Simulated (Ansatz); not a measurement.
Consider Mo in the bcc (W type) structure (space group Im-3m, No. 229; a = 3.130 Å).

All numbers come from DFT with PBEsol, PAW potentials and a 420 eV plane-wave cutoff in Ansatz (a first-principles code), spin-orbit coupling left out, earlier PAW set.

One thing is altered: full substitution Mo → Nb, then cell and atoms are relaxed.

Measured lattice parameter a: Mo 3.141 Å (static lattice; corrected from measurement; as listed in Daniel Mejia-Rodriguez, S. B. Trickey, Phys. Rev. B (2018)); Nb 3.294 Å (static lattice; corrected from measurement; as listed in Daniel Mejia-Rodriguez, S. B. Trickey, Phys. Rev. B (2018)).

Task: How well does PBEsol reproduce the measured shift?

Result: With PBEsol the lattice parameter a moves by +0.142 Å (3.130 → 3.271) against +0.153 Å measured.

No phonon test of stability was made. All final runs are without spin polarisation.
